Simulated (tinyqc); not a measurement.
Inside a calculation (part 1 of 3). Method: UHF in the sto-6g basis, for H2O, spin multiplicity 3. This run ends on a higher stationary point, not on the lowest solution. Computed by tinyqc, a small Python program that keeps every step (integrals from PySCF). Settings: charge = 0, multiplicity = 3, basis = sto-6g, energy threshold = 1e-09, iteration cap = 70, orthogonalisation = canonical, start = highest core orbitals, DIIS depth = 8, method = UHF. Command: `OMP_NUM_THREADS=1 python tinyqc.py 31055 31056 out.jsonl` (the two numbers bound the seeds that draw the settings). One thread of a shared host (Intel(R) Xeon(R) Processor @ 2.60GHz), about 0.1 s of CPU time with the checks. Later iterations appear only in the table of the cycle.

## One-electron integrals

Geometry (angstrom):
```
atom         x          y         z
O     0.000000   0.000000  0.000000
H     0.000000   0.745000  0.735000
H     0.000000  -0.745000  0.735000
```

Basis sto-6g: exponents (1/bohr^2) and contraction coefficients of normalised primitives:
```
element  l (shell)     exponent  coefficient
O            s (1)  1355.584234     0.009164
O            s (1)   248.544885     0.049361
O            s (1)    69.533902     0.168538
O            s (1)    23.886772     0.370563
O            s (1)     9.275933     0.416492
O            s (1)     3.820341     0.130334
O            s (2)    52.187762    -0.013253
O            s (2)    10.329320    -0.046992
O            s (2)     3.210345    -0.033785
O            s (2)     1.235135     0.250242
O            s (2)     0.536420     0.595117
O            s (2)     0.245881     0.240706
O            p (3)    52.187762     0.003760
O            p (3)    10.329320     0.037679
O            p (3)     3.210345     0.173897
O            p (3)     1.235135     0.418036
O            p (3)     0.536420     0.425860
O            p (3)     0.245881     0.101708
H            s (1)    35.523221     0.009164
H            s (1)     6.513144     0.049361
H            s (1)     1.822143     0.168538
H            s (1)     0.625955     0.370563
H            s (1)     0.243077     0.416492
H            s (1)     0.100112     0.130334
```

Overlap, kinetic and nuclear-attraction integrals over the contracted functions; the nuclear repulsion is the sum of Za Zb / Rab.

nuclear repulsion = 8.44544986 hartree

overlap S, order 1O 1s, 1O 2s, 1O 2px, 1O 2py, 1O 2pz, 2H 1s, 3H 1s:
$$\begin{pmatrix}
1.000000 & 0.231145 & 0.000000 & 0.000000 & 0.000000 & 0.045143 & 0.045143 \\
0.231145 & 1.000000 & 0.000000 & 0.000000 & 0.000000 & 0.420230 & 0.420230 \\
0.000000 & 0.000000 & 1.000000 & 0.000000 & 0.000000 & 0.000000 & 0.000000 \\
0.000000 & 0.000000 & 0.000000 & 1.000000 & 0.000000 & 0.256496 & -0.256496 \\
0.000000 & 0.000000 & 0.000000 & 0.000000 & 1.000000 & 0.253053 & 0.253053 \\
0.045143 & 0.420230 & 0.000000 & 0.256496 & 0.253053 & 1.000000 & 0.260554 \\
0.045143 & 0.420230 & 0.000000 & -0.256496 & 0.253053 & 0.260554 & 1.000000
\end{pmatrix}$$

kinetic energy T (hartree), order 1O 1s, 1O 2s, 1O 2px, 1O 2py, 1O 2pz, 2H 1s, 3H 1s:
$$\begin{pmatrix}
29.327197 & -0.896024 & 0.000000 & 0.000000 & 0.000000 & -0.004965 & -0.004965 \\
-0.896024 & 0.842618 & 0.000000 & 0.000000 & 0.000000 & 0.088955 & 0.088955 \\
0.000000 & 0.000000 & 2.531309 & 0.000000 & 0.000000 & 0.000000 & 0.000000 \\
0.000000 & 0.000000 & 0.000000 & 2.531309 & 0.000000 & 0.155607 & -0.155607 \\
0.000000 & 0.000000 & 0.000000 & 0.000000 & 2.531309 & 0.153519 & 0.153519 \\
-0.004965 & 0.088955 & 0.000000 & 0.155607 & 0.153519 & 0.768522 & 0.010036 \\
-0.004965 & 0.088955 & 0.000000 & -0.155607 & 0.153519 & 0.010036 & 0.768522
\end{pmatrix}$$

nuclear attraction V (hartree), order 1O 1s, 1O 2s, 1O 2px, 1O 2py, 1O 2pz, 2H 1s, 3H 1s:
$$\begin{pmatrix}
-62.269602 & -6.385035 & 0.000000 & 0.000000 & -0.019298 & -1.427026 & -1.427026 \\
-6.385035 & -10.003787 & 0.000000 & 0.000000 & -0.220569 & -3.300519 & -3.300519 \\
0.000000 & 0.000000 & -9.935305 & 0.000000 & 0.000000 & 0.000000 & 0.000000 \\
0.000000 & 0.000000 & 0.000000 & -10.038795 & 0.000000 & -1.783267 & 1.783267 \\
-0.019298 & -0.220569 & 0.000000 & 0.000000 & -10.036035 & -1.833572 & -1.833572 \\
-1.427026 & -3.300519 & 0.000000 & -1.783267 & -1.833572 & -5.534895 & -1.548524 \\
-1.427026 & -3.300519 & 0.000000 & 1.783267 & -1.833572 & -1.548524 & -5.534895
\end{pmatrix}$$

core Hamiltonian H = T + V (hartree), order 1O 1s, 1O 2s, 1O 2px, 1O 2py, 1O 2pz, 2H 1s, 3H 1s:
$$\begin{pmatrix}
-32.942405 & -7.281059 & 0.000000 & 0.000000 & -0.019298 & -1.431992 & -1.431992 \\
-7.281059 & -9.161169 & 0.000000 & 0.000000 & -0.220569 & -3.211564 & -3.211564 \\
0.000000 & 0.000000 & -7.403996 & 0.000000 & 0.000000 & 0.000000 & 0.000000 \\
0.000000 & 0.000000 & 0.000000 & -7.507486 & 0.000000 & -1.627660 & 1.627660 \\
-0.019298 & -0.220569 & 0.000000 & 0.000000 & -7.504726 & -1.680054 & -1.680054 \\
-1.431992 & -3.211564 & 0.000000 & -1.627660 & -1.680054 & -4.766372 & -1.538488 \\
-1.431992 & -3.211564 & 0.000000 & 1.627660 & -1.680054 & -1.538488 & -4.766372
\end{pmatrix}$$

## Two-electron integrals

Functions are numbered as in S; the eight-fold symmetry (ij|kl) = (ji|kl) = (kl|ij) leaves the list below.

Two-electron integrals (ij|kl) in chemists' order, unique and non-zero (hartree):
```
(11|11) 4.787491    (21|11) 0.675884    (21|21) 0.121505    (22|11) 1.117379
(22|21) 0.249212    (22|22) 0.817383    (31|31) 0.025762    (32|31) 0.039145
(32|32) 0.180664    (33|11) 1.117381    (33|21) 0.249212    (33|22) 0.817382
(33|33) 0.880663    (41|41) 0.025762    (42|41) 0.039145    (42|42) 0.180664
(43|43) 0.047461    (44|11) 1.117381    (44|21) 0.249212    (44|22) 0.817382
(44|33) 0.785741    (44|44) 0.880663    (51|51) 0.025762    (52|51) 0.039145
(52|52) 0.180664    (53|53) 0.047461    (54|54) 0.047461    (55|11) 1.117381
(55|21) 0.249212    (55|22) 0.817382    (55|33) 0.785741    (55|44) 0.785741
(55|55) 0.880663    (61|11) 0.140701    (61|21) 0.024246    (61|22) 0.048651
(61|33) 0.048547    (61|41) 0.000845    (61|42) 0.001652    (61|44) 0.048705
(61|51) 0.000834    (61|52) 0.001629    (61|54) 0.000157    (61|55) 0.048701
(61|61) 0.004932    (62|11) 0.345397    (62|21) 0.078129    (62|22) 0.284149
(62|33) 0.279405    (62|41) 0.004457    (62|42) 0.033041    (62|44) 0.286616
(62|51) 0.004397    (62|52) 0.032597    (62|54) 0.007115    (62|55) 0.286424
(62|61) 0.015678    (62|62) 0.123442    (63|31) 0.008635    (63|32) 0.048760
(63|43) 0.006799    (63|53) 0.006708    (63|63) 0.017353    (64|11) 0.178679
(64|21) 0.040987    (64|22) 0.158989    (64|33) 0.151852    (64|41) 0.010677
(64|42) 0.066169    (64|44) 0.169410    (64|51) 0.002014    (64|52) 0.017175
(64|54) 0.010614    (64|55) 0.155706    (64|61) 0.008596    (64|62) 0.083975
(64|64) 0.073848    (65|11) 0.176280    (65|21) 0.040437    (65|22) 0.156855
(65|33) 0.149813    (65|41) 0.002014    (65|42) 0.017175    (65|44) 0.153720
(65|51) 0.010622    (65|52) 0.065705    (65|54) 0.010653    (65|55) 0.167031
(65|61) 0.008481    (65|62) 0.082848    (65|64) 0.055737    (65|65) 0.072342
(66|11) 0.492214    (66|21) 0.113413    (66|22) 0.472092    (66|33) 0.453347
(66|41) 0.008310    (66|42) 0.084477    (66|44) 0.481843    (66|51) 0.008199
(66|52) 0.083343    (66|54) 0.028114    (66|55) 0.481083    (66|61) 0.022988
(66|62) 0.261180    (66|64) 0.202786    (66|65) 0.200064    (66|66) 0.774999
(71|11) 0.140701    (71|21) 0.024246    (71|22) 0.048651    (71|33) 0.048547
(71|41) -0.000845   (71|42) -0.001652   (71|44) 0.048705    (71|51) 0.000834
(71|52) 0.001629    (71|54) -0.000157   (71|55) 0.048701    (71|61) 0.004871
(71|62) 0.015242    (71|64) 0.007610    (71|65) 0.008246    (71|66) 0.022114
(71|71) 0.004932    (72|11) 0.345397    (72|21) 0.078129    (72|22) 0.284149
(72|33) 0.279405    (72|41) -0.004457   (72|42) -0.033041   (72|44) 0.286616
(72|51) 0.004397    (72|52) 0.032597    (72|54) -0.007115   (72|55) 0.286424
(72|61) 0.015242    (72|62) 0.102750    (72|64) 0.047897    (72|65) 0.067266
(72|66) 0.181133    (72|71) 0.015678    (72|72) 0.123442    (73|31) 0.008635
(73|32) 0.048760    (73|43) -0.006799   (73|53) 0.006708    (73|63) 0.014077
(73|73) 0.017353    (74|11) -0.178679   (74|21) -0.040987   (74|22) -0.158989
(74|33) -0.151852   (74|41) 0.010677    (74|42) 0.066169    (74|44) -0.169410
(74|51) -0.002014   (74|52) -0.017175   (74|54) 0.010614    (74|55) -0.155706
(74|61) -0.007610   (74|62) -0.047897   (74|64) -0.008660   (74|65) -0.030645
(74|66) -0.074321   (74|71) -0.008596   (74|72) -0.083975   (74|74) 0.073848
(75|11) 0.176280    (75|21) 0.040437    (75|22) 0.156855    (75|33) 0.149813
(75|41) -0.002014   (75|42) -0.017175   (75|44) 0.153720    (75|51) 0.010622
(75|52) 0.065705    (75|54) -0.010653   (75|55) 0.167031    (75|61) 0.008246
(75|62) 0.067266    (75|64) 0.030645    (75|65) 0.057412    (75|66) 0.130228
(75|71) 0.008481    (75|72) 0.082848    (75|74) -0.055737   (75|75) 0.072342
(76|11) 0.150676    (76|21) 0.034496    (76|22) 0.137421    (76|33) 0.133824
(76|44) 0.135927    (76|51) 0.002949    (76|52) 0.026543    (76|55) 0.142512
(76|61) 0.006877    (76|62) 0.061547    (76|64) 0.035999    (76|65) 0.046434
(76|66) 0.139955    (76|71) 0.006877    (76|72) 0.061547    (76|74) -0.035999
(76|75) 0.046434    (76|76) 0.038583    (77|11) 0.492214    (77|21) 0.113413
(77|22) 0.472092    (77|33) 0.453347    (77|41) -0.008310   (77|42) -0.084477
(77|44) 0.481843    (77|51) 0.008199    (77|52) 0.083343    (77|54) -0.028114
(77|55) 0.481083    (77|61) 0.022114    (77|62) 0.181133    (77|64) 0.074321
(77|65) 0.130228    (77|66) 0.347893    (77|71) 0.022988    (77|72) 0.261180
(77|74) -0.202786   (77|75) 0.200064    (77|76) 0.139955    (77|77) 0.774999
```

## Orthogonalisation

S = U s U^T; canonical form X = U s^(-1/2), so that X^T S X = 1. Each column of U has its largest component positive (the first on a tie).

eigenvalues of S: [0.401884, 0.484298, 0.878369, 1.000000, 1.107802, 1.255148, 1.872498]

X, order 1O 1s, 1O 2s, 1O 2px, 1O 2py, 1O 2pz, 2H 1s, 3H 1s:
$$\begin{pmatrix}
-0.311865 & 0.000000 & 0.744287 & 0.000000 & 0.625356 & 0.000000 & 0.148153 \\
1.071278 & 0.000000 & -0.330372 & 0.000000 & 0.341714 & 0.000000 & 0.409211 \\
0.000000 & 0.000000 & 0.000000 & 1.000000 & 0.000000 & 0.000000 & 0.000000 \\
0.000000 & -0.826713 & 0.000000 & 0.000000 & 0.000000 & 0.730074 & 0.000000 \\
0.572524 & 0.000000 & 0.652793 & 0.000000 & -0.601665 & 0.000000 & 0.222783 \\
-0.676609 & 0.831080 & -0.156884 & 0.000000 & -0.128157 & 0.363119 & 0.384065 \\
-0.676609 & -0.831080 & -0.156884 & 0.000000 & -0.128157 & -0.363119 & 0.384065
\end{pmatrix}$$

## Starting guess

The start is the highest orbitals of the core Hamiltonian (a deliberately bad start); D(s) = C_occ C_occ^T for each spin.

D(alpha) at the start, order 1O 1s, 1O 2s, 1O 2px, 1O 2py, 1O 2pz, 2H 1s, 3H 1s:
$$\begin{pmatrix}
0.056964 & -0.287822 & 0.000000 & 0.000000 & -0.034401 & 0.066908 & 0.066908 \\
-0.287822 & 1.540688 & 0.000000 & 0.000000 & 0.283208 & -0.559563 & -0.559563 \\
0.000000 & 0.000000 & 1.000000 & 0.000000 & 0.000000 & 0.000000 & 0.000000 \\
0.000000 & 0.000000 & 0.000000 & 1.216462 & 0.000000 & -0.421961 & 0.421961 \\
-0.034401 & 0.283208 & 0.000000 & 0.000000 & 1.165554 & -0.327111 & -0.327111 \\
0.066908 & -0.559563 & 0.000000 & -0.421961 & -0.327111 & 1.468875 & -0.176224 \\
0.066908 & -0.559563 & 0.000000 & 0.421961 & -0.327111 & -0.176224 & 1.468875
\end{pmatrix}$$

D(beta) at the start, order 1O 1s, 1O 2s, 1O 2px, 1O 2py, 1O 2pz, 2H 1s, 3H 1s:
$$\begin{pmatrix}
0.010120 & -0.058335 & 0.000000 & 0.000000 & 0.072918 & 0.029795 & 0.029795 \\
-0.058335 & 0.416464 & 0.000000 & 0.000000 & -0.242536 & -0.377751 & -0.377751 \\
0.000000 & 0.000000 & 1.000000 & 0.000000 & 0.000000 & 0.000000 & 0.000000 \\
0.000000 & 0.000000 & 0.000000 & 0.091651 & 0.000000 & -0.271173 & 0.271173 \\
0.072918 & -0.242536 & 0.000000 & 0.000000 & 0.919690 & -0.242087 & -0.242087 \\
0.029795 & -0.377751 & 0.000000 & -0.271173 & -0.242087 & 1.419257 & -0.185413 \\
0.029795 & -0.377751 & 0.000000 & 0.271173 & -0.242087 & -0.185413 & 1.419257
\end{pmatrix}$$

## Iteration 1: building the Fock matrix

J_ij = sum D_kl (ij|kl) with D = D(alpha) + D(beta), K_ij = sum D_kl (ik|jl) for each spin; F = H + J - K(s); E = tr D H + tr D J / 2 - 0.5 sum_s tr D(s) K(s) + E_nn.

Coulomb J (hartree), order 1O 1s, 1O 2s, 1O 2px, 1O 2py, 1O 2pz, 2H 1s, 3H 1s:
$$\begin{pmatrix}
8.663432 & 1.933957 & 0.000000 & 0.000000 & 0.004459 & 0.378136 & 0.378136 \\
1.933957 & 6.693676 & 0.000000 & 0.000000 & 0.161125 & 2.520391 & 2.520391 \\
0.000000 & 0.000000 & 6.660758 & 0.000000 & 0.000000 & 0.000000 & 0.000000 \\
0.000000 & 0.000000 & 0.000000 & 6.673615 & 0.000000 & 1.463817 & -1.463817 \\
0.004459 & 0.161125 & 0.000000 & 0.000000 & 6.746636 & 1.520706 & 1.520706 \\
0.378136 & 2.520391 & 0.000000 & 1.463817 & 1.520706 & 4.987279 & 1.347075 \\
0.378136 & 2.520391 & 0.000000 & -1.463817 & 1.520706 & 1.347075 & 4.987279
\end{pmatrix}$$

exchange K(alpha) (hartree), order 1O 1s, 1O 2s, 1O 2px, 1O 2py, 1O 2pz, 2H 1s, 3H 1s:
$$\begin{pmatrix}
0.151618 & 0.137440 & 0.000000 & 0.000000 & 0.000328 & 0.031927 & 0.031927 \\
0.137440 & 1.346727 & 0.000000 & 0.000000 & 0.035522 & 0.500414 & 0.500414 \\
0.000000 & 0.000000 & 1.169937 & 0.000000 & 0.000000 & 0.000000 & 0.000000 \\
0.000000 & 0.000000 & 0.000000 & 1.206284 & 0.000000 & 0.268019 & -0.268019 \\
0.000328 & 0.035522 & 0.000000 & 0.000000 & 1.200472 & 0.278966 & 0.278966 \\
0.031927 & 0.500414 & 0.000000 & 0.268019 & 0.278966 & 0.905818 & 0.249900 \\
0.031927 & 0.500414 & 0.000000 & -0.268019 & 0.278966 & 0.249900 & 0.905818
\end{pmatrix}$$

exchange K(beta) (hartree), order 1O 1s, 1O 2s, 1O 2px, 1O 2py, 1O 2pz, 2H 1s, 3H 1s:
$$\begin{pmatrix}
0.062611 & 0.075955 & 0.000000 & 0.000000 & -0.016693 & 0.013458 & 0.013458 \\
0.075955 & 0.500789 & 0.000000 & 0.000000 & -0.334940 & 0.190601 & 0.190601 \\
0.000000 & 0.000000 & 0.957116 & 0.000000 & 0.000000 & 0.000000 & 0.000000 \\
0.000000 & 0.000000 & 0.000000 & 0.162845 & 0.000000 & 0.109301 & -0.109301 \\
-0.016693 & -0.334940 & 0.000000 & 0.000000 & 0.845421 & 0.116353 & 0.116353 \\
0.013458 & 0.190601 & 0.000000 & 0.109301 & 0.116353 & 0.752272 & 0.154957 \\
0.013458 & 0.190601 & 0.000000 & -0.109301 & 0.116353 & 0.154957 & 0.752272
\end{pmatrix}$$

F(alpha) (hartree), order 1O 1s, 1O 2s, 1O 2px, 1O 2py, 1O 2pz, 2H 1s, 3H 1s:
$$\begin{pmatrix}
-24.430591 & -5.484543 & 0.000000 & 0.000000 & -0.015167 & -1.085783 & -1.085783 \\
-5.484543 & -3.814220 & 0.000000 & 0.000000 & -0.094966 & -1.191587 & -1.191587 \\
0.000000 & 0.000000 & -1.913175 & 0.000000 & 0.000000 & 0.000000 & 0.000000 \\
0.000000 & 0.000000 & 0.000000 & -2.040155 & 0.000000 & -0.431862 & 0.431862 \\
-0.015167 & -0.094966 & 0.000000 & 0.000000 & -1.958562 & -0.438314 & -0.438314 \\
-1.085783 & -1.191587 & 0.000000 & -0.431862 & -0.438314 & -0.684912 & -0.441313 \\
-1.085783 & -1.191587 & 0.000000 & 0.431862 & -0.438314 & -0.441313 & -0.684912
\end{pmatrix}$$

F(beta) (hartree), order 1O 1s, 1O 2s, 1O 2px, 1O 2py, 1O 2pz, 2H 1s, 3H 1s:
$$\begin{pmatrix}
-24.341584 & -5.423058 & 0.000000 & 0.000000 & 0.001854 & -1.067314 & -1.067314 \\
-5.423058 & -2.968281 & 0.000000 & 0.000000 & 0.275495 & -0.881774 & -0.881774 \\
0.000000 & 0.000000 & -1.700354 & 0.000000 & 0.000000 & 0.000000 & 0.000000 \\
0.000000 & 0.000000 & 0.000000 & -0.996716 & 0.000000 & -0.273144 & 0.273144 \\
0.001854 & 0.275495 & 0.000000 & 0.000000 & -1.603512 & -0.275701 & -0.275701 \\
-1.067314 & -0.881774 & 0.000000 & -0.273144 & -0.275701 & -0.531366 & -0.346370 \\
-1.067314 & -0.881774 & 0.000000 & 0.273144 & -0.275701 & -0.346370 & -0.531366
\end{pmatrix}$$

total energy of this density = -28.98982755 hartree

## Iteration 1: diagonalisation and new density

Diagonalise F' = X^T F X, C = X C', fill 6 alpha and 4 beta electrons from the bottom; D(s) = C_occ C_occ^T. Each column has its largest component positive (the first on a tie).

F' = X^T F X (alpha) (hartree):
$$\begin{pmatrix}
-1.655438 & 0.000000 & 2.380745 & 0.000000 & 2.209961 & 0.000000 & -0.326984 \\
0.000000 & -0.543990 & 0.000000 & 0.000000 & 0.000000 & 0.819554 & 0.000000 \\
2.380745 & 0.000000 & -11.676940 & 0.000000 & -10.080146 & 0.000000 & -4.055765 \\
0.000000 & 0.000000 & 0.000000 & -1.913175 & 0.000000 & 0.000000 & 0.000000 \\
2.209961 & 0.000000 & -10.080146 & 0.000000 & -12.617397 & 0.000000 & -4.529705 \\
0.000000 & 0.819554 & 0.000000 & 0.000000 & 0.000000 & -1.609612 & 0.000000 \\
-0.326984 & 0.000000 & -4.055765 & 0.000000 & -4.529705 & 0.000000 & -3.433950
\end{pmatrix}$$

orbital energies (alpha) (hartree): MO1 -24.432162, MO2 -2.785116, MO3 -2.054326, MO4 -1.954754, MO5 -1.913175, MO6 -0.211691, MO7 -0.099276

coefficients C (alpha), order 1O 1s, 1O 2s, 1O 2px, 1O 2py, 1O 2pz, 2H 1s, 3H 1s:
$$\begin{pmatrix}
1.002102 & -0.236984 & 0.000000 & 0.027625 & 0.000000 & 0.055764 & 0.000000 \\
-0.010313 & 1.101508 & 0.000000 & -0.106045 & 0.000000 & -0.562435 & 0.000000 \\
0.000000 & 0.000000 & 0.000000 & 0.000000 & 1.000000 & 0.000000 & 0.000000 \\
0.000000 & 0.000000 & 1.035980 & 0.000000 & 0.000000 & 0.000000 & -0.378429 \\
-0.000759 & 0.191189 & 0.000000 & 1.013162 & 0.000000 & -0.320164 & 0.000000 \\
0.002721 & -0.106985 & -0.077215 & -0.051410 & 0.000000 & 0.795139 & 0.903652 \\
0.002721 & -0.106985 & 0.077215 & -0.051410 & 0.000000 & 0.795139 & -0.903652
\end{pmatrix}$$

F' = X^T F X (beta) (hartree):
$$\begin{pmatrix}
-1.059418 & 0.000000 & 2.339003 & 0.000000 & 2.166739 & 0.000000 & 0.231008 \\
0.000000 & -0.186091 & 0.000000 & 0.000000 & 0.000000 & 0.322456 & 0.000000 \\
2.339003 & 0.000000 & -11.556269 & 0.000000 & -10.115780 & 0.000000 & -4.085270 \\
0.000000 & 0.000000 & 0.000000 & -1.700354 & 0.000000 & 0.000000 & 0.000000 \\
2.166739 & 0.000000 & -10.115780 & 0.000000 & -12.496017 & 0.000000 & -4.545972 \\
0.000000 & 0.322456 & 0.000000 & 0.000000 & 0.000000 & -0.869689 & 0.000000 \\
0.231008 & 0.000000 & -4.085270 & 0.000000 & -4.545972 & 0.000000 & -2.868663
\end{pmatrix}$$

orbital energies (beta) (hartree): MO1 -24.343881, MO2 -2.043480, MO3 -1.700354, MO4 -1.423774, MO5 -0.997788, MO6 -0.169234, MO7 -0.057992

coefficients C (beta), order 1O 1s, 1O 2s, 1O 2px, 1O 2py, 1O 2pz, 2H 1s, 3H 1s:
$$\begin{pmatrix}
1.002499 & -0.194656 & 0.000000 & -0.126722 & 0.000000 & 0.072730 & 0.000000 \\
-0.012230 & 0.886318 & 0.000000 & 0.585062 & 0.000000 & -0.642649 & 0.000000 \\
0.000000 & 0.000000 & 1.000000 & 0.000000 & 0.000000 & 0.000000 & 0.000000 \\
0.000000 & 0.000000 & 0.000000 & 0.000000 & 0.983714 & 0.000000 & -0.498767 \\
-0.001523 & -0.526911 & 0.000000 & 0.860498 & 0.000000 & -0.384007 & 0.000000 \\
0.003072 & -0.024837 & 0.000000 & -0.037135 & 0.030634 & 0.802706 & 0.906428 \\
0.003072 & -0.024837 & 0.000000 & -0.037135 & -0.030634 & 0.802706 & -0.906428
\end{pmatrix}$$

D(alpha) after iteration 1, order 1O 1s, 1O 2s, 1O 2px, 1O 2py, 1O 2pz, 2H 1s, 3H 1s:
$$\begin{pmatrix}
1.064243 & -0.305668 & 0.000000 & 0.000000 & -0.035934 & 0.071001 & 0.071001 \\
-0.305668 & 1.541005 & 0.000000 & 0.000000 & 0.283235 & -0.559636 & -0.559636 \\
0.000000 & 0.000000 & 1.000000 & 0.000000 & 0.000000 & 0.000000 & 0.000000 \\
0.000000 & 0.000000 & 0.000000 & 1.073254 & 0.000000 & -0.079993 & 0.079993 \\
-0.035934 & 0.283235 & 0.000000 & 0.000000 & 1.165556 & -0.327117 & -0.327117 \\
0.071001 & -0.559636 & 0.000000 & -0.079993 & -0.327117 & 0.652304 & 0.640380 \\
0.071001 & -0.559636 & 0.000000 & 0.079993 & -0.327117 & 0.640380 & 0.652304
\end{pmatrix}$$

D(beta) after iteration 1, order 1O 1s, 1O 2s, 1O 2px, 1O 2py, 1O 2pz, 2H 1s, 3H 1s:
$$\begin{pmatrix}
1.058953 & -0.258928 & 0.000000 & 0.000000 & -0.008005 & 0.012620 & 0.012620 \\
-0.258928 & 1.128007 & 0.000000 & 0.000000 & 0.036453 & -0.043778 & -0.043778 \\
0.000000 & 0.000000 & 1.000000 & 0.000000 & 0.000000 & 0.000000 & 0.000000 \\
0.000000 & 0.000000 & 0.000000 & 0.000000 & 0.000000 & 0.000000 & 0.000000 \\
-0.008005 & 0.036453 & 0.000000 & 0.000000 & 1.018094 & -0.018873 & -0.018873 \\
0.012620 & -0.043778 & 0.000000 & 0.000000 & -0.018873 & 0.002005 & 0.002005 \\
0.012620 & -0.043778 & 0.000000 & 0.000000 & -0.018873 & 0.002005 & 0.002005
\end{pmatrix}$$
